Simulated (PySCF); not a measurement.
Species: ClF.
Z-matrix (Å and degrees, PBE0-D3(BJ)/def2-SVP geometry), rows numbered from 1:
```
F 
Cl  1  1.6440
```

The calculation used PBE0-D3(BJ)/def2-SVP geometry optimisation, gas phase (PySCF).

Take the most abundant isotopes and a rigid rotor. 

Task: What are the moment of inertia and the rotational constant?

Result: I = 33.272 u·Å², B = 505379 MHz·u·Å²/I = 15189 MHz (0.5067 cm⁻¹, or 0.729 K as hB/k). For two atoms I = μr² with μ = 12.3103 u and r = 1.6440 Å.

Task: List the first levels of a rigid rotor in a Σ state.

Result: E(J) = BJ(J+1): J = 1: 1.013, J = 2: 3.040, J = 3: 6.080, J = 4: 10.133, J = 5: 15.200, J = 6: 21.280 cm⁻¹.

Task: Where do the first rotational lines fall?

Result: The dipole is 1.15 D; J+1 ← J lies at 2B(J+1): 1 ← 0 at 30.38 GHz, 2 ← 1 at 60.76 GHz, 3 ← 2 at 91.14 GHz, 4 ← 3 at 121.52 GHz, 5 ← 4 at 151.89 GHz, 6 ← 5 at 182.27 GHz.

Task: Estimate the classical rotational partition function at 50 K, 100 K and 298.15 K.

Result: Point group C∞v, symmetry number σ = 1; q = kT/(σhB), k/h = 20836.6 MHz/K: 68.6 at 50 K, 137 at 100 K, 409 at 298.15 K.

Not checked by PBE0-D3(BJ)/def2-SVP frequencies. Constants of a rigid frame at the computed geometry: no zero-point averaging, no centrifugal distortion.

Time: 0.96 s wall; peak memory 0.24 GiB. Hardware: one thread of an Intel Xeon 6975P-C, shared host with 192 logical CPUs at a one-minute load of 86. That covers the optimisation of the geometry.
